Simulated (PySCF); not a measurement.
Species: C5H10O (charge +1 and doublet state).
Numbering: `[CH2+:1][CH:2][O:3][CH:4]([CH3:5])[CH3:6]` (hydrogens: H7, H8 on C1; H9 on C2; H10 on C4; H11, H12, H13 on C5; H14, H15, H16 on C6)

Cartesian coordinates in Å at the GFN2-xTB level; atoms count from 1:
```
atom  x, y, z in Å
C1     2.902   -0.056    0.505
C2     1.706   -0.122   -0.156
O3     0.590    0.024    0.493
C4    -0.668   -0.029   -0.129
C5    -1.369    1.310    0.146
C6    -1.461   -1.159    0.547
H7     3.833   -0.174   -0.023
H8     2.933    0.118    1.570
H9     1.666   -0.298   -1.232
H10   -0.568   -0.207   -1.208
H11   -0.803    2.117   -0.315
H12   -1.442    1.499    1.214
H13   -2.370    1.275   -0.274
H14   -1.519   -1.003    1.622
H15   -0.970   -2.111    0.357
H16   -2.468   -1.174    0.140
```

The hyperfine couplings belong to this conformer and change with its torsions.

Theory: UKS B3LYP, pcH-1 on C H O, non-relativistic, mean-field spin-orbit, GIAO in PySCF. Isolated species at its GFN2-xTB geometry (one conformer only). A GFN2-xTB geometry isn't a minimum of the functional, and hyperfine couplings can be far from their values at a DFT geometry, by a factor of two or more for some ions and for spin on atoms past the first row. The SCF solution wasn't tested for stability.

(1) Match the computed a_iso(13C) values +47.3, -26.9, +15.2, -11.9 MHz (means over equivalent nuclei) with the sites C1; C2; C4; C5/C6.

Results:

(1) 
```json
{"site": "C1", "a_iso (MHz)": "+47.3", "ρ(0) (bohr⁻³)": "+0.0421", "position": "largest spin population", "distance from C1 (Å)": "0.00", "spin population": "+0.64", "largest |T| (MHz)": "101.8"}
{"site": "C2", "a_iso (MHz)": "-26.9", "ρ(0) (bohr⁻³)": "-0.0239", "position": "1 bond from C1", "distance from C1 (Å)": "1.37", "spin population": "+0.03", "largest |T| (MHz)": "8.4"}
{"site": "C4", "a_iso (MHz)": "-11.9", "ρ(0) (bohr⁻³)": "-0.0106", "position": "3 bonds from C1", "distance from C1 (Å)": "3.63", "spin population": "0.00", "largest |T| (MHz)": "6.3"}
{"site": "C5/C6", "a_iso (MHz)": "+15.2", "ρ(0) (bohr⁻³)": "+0.0135", "position": "4 bonds from C1", "distance from C1 (Å)": "4.50", "spin population": "+0.04", "largest |T| (MHz)": "8.8"}
```

ρ(0) is the spin density at the nucleus and T the dipolar tensor; entries for several nuclei are means. Largest spin populations (Mulliken): C1 (+0.64) and O3 (+0.30). The angles at C1 add up to 360.0°, so it is planar; its axial dipolar tensor and the negative couplings of its protons fit spin in a p orbital normal to that plane.

Nuclei that the bonding pattern makes equivalent are averaged, as if the motion that swaps them (rotation, inversion, ring flip) were fast. H7 and H8 aren't averaged: C1 is flat or nearly so (angle sum 360°), and its turn about the short C1–C2 bond (1.37 Å) is taken as slow. The six 1H nuclei of mean +3.4 MHz run from -1.8 to 11.2 MHz in the frozen geometry.

C2, the radical centre as drawn in `[CH2+][CH]OC(C)C`, holds a spin population of +0.03 out of 1.
